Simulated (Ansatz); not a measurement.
Cartesian coordinates in Å:
```
N 0.202 -0.857 0.812
Si 0.820 -0.068 -0.572
S -0.816 1.316 -0.847
H -0.666 -0.674 1.293
H 0.726 -1.602 1.243
H -0.266 1.886 -1.929
```

The species carries charge 0 and has multiplicity 1.

(1) List the ωB97M-V/def2-TZVPP orbital energies in eV (Ansatz 0.2.0). (Best estimate.)

Results:

(1) Computed: Occupied: -2426.46, -1807.35, -394.63, -220.47, -163.57, -163.48, -163.43, -148.26, -102.43, -102.36, -102.28, -26.87, -22.87, -16.93, -16.75, -13.29, -12.32, -11.27, -9.57, -8.70. Lowest empty: 0.71, 1.83, 2.46, 3.01, 3.78, 4.38, 6.61, 6.63.
